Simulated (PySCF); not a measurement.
PySCF input:

```python
from pyscf import gto, scf, dft

mol = gto.M(
    atom='''
    C    -0.01183665    0.99144419    0.16305088
    C     1.48020722    0.71088388    0.05518583
    Cl   -0.83320109   -0.80067899   -0.03691672
    H    -0.32290259    1.38674071   -0.81937582
    H     1.98476567    1.68889719    0.00569105
    H     1.86225212    0.20273138    0.94920951
    H     1.83008002    0.11920500   -0.81736090
    ''',
    basis='def2-tzvpd',
    charge=-1,
    spin=0,
    verbose=4,
)

mf = dft.RKS(mol, xc='m062x').density_fit(auxbasis='def2-universal-jkfit')
mf.grids.level = 4
mf.conv_tol = 1e-9
mf.max_cycle = 100
mf.max_memory = 1500
mf.kernel()
if not mf.converged:
    mf = mf.newton()
    mf.kernel(mf.make_rdm1())
mf.analyze()
```

Q: Which total energy does the run end on?

A: -538.76214 Eh (M06-2X/def2-TZVPD).

It need not be the lowest isomer of its formula. Whether it binds its extra electron was not tested at this geometry.
